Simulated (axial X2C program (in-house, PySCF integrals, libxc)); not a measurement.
# NB⁺: EOM-EA-CCSD levels

Aim: EOM-EA-CCSD levels of NB⁺, with spin–orbit coupling in the Hamiltonian from the start.

Computed with an in-house X2C program for linear molecules on PySCF integrals. Level: two-component X2C with atomic mean-field terms, N dyall-av3z, B dyall-av3z.

All values are calculated.

## 1. Set-up

The input, task.json:

```json
{"zs": [7, 5], "q": 1, "bas": ["dyall-av3z", "dyall-av3z"], "r0": 1.38, "eom": "ea", "thr": -2.0, "nmax": 92, "grid": [1, 0.96, 1.045, 0.92, 1.09, 1.15]}
```

Keys: zs atomic numbers; q charge; bas basis sets; r0 starting distance in Å; eom kind of EOM run; thr threshold in hartree for freezing inner shells (an s shell follows its p shell); nmax most natural virtual spinors; grid distances as factors.

Command:

```
$ python soeom.py task.json out
```

After this run come: EOM-EA-CCSD at 1.438 Å.

Before running it: what results should come out? Wanted: next root led by one particle; T1 of the reference; lowest state, Re and ωe.

The runs gave:

```
                     quantity                            value
       lowest root at 1.438 Å               Ω = 1/2, 21.368 eV
next root led by one particle  Ω = 3/2, about 3050 cm⁻¹ higher
          T1 of the reference                            0.053
      lowest state, Re and ωe               1.437 Å, 1138 cm⁻¹
```

The added electron is bound by 21.37 eV in a spinor of 43% B pσ, 33% B sσ, 15% N pσ. Errors of 0.1 to 0.3 eV are usual at this size, and roots led by higher excitations are left out, so the list is incomplete, and low states of that kind can be missing. T1 or the largest double amplitude of the reference is raised, which lowers the reliability.
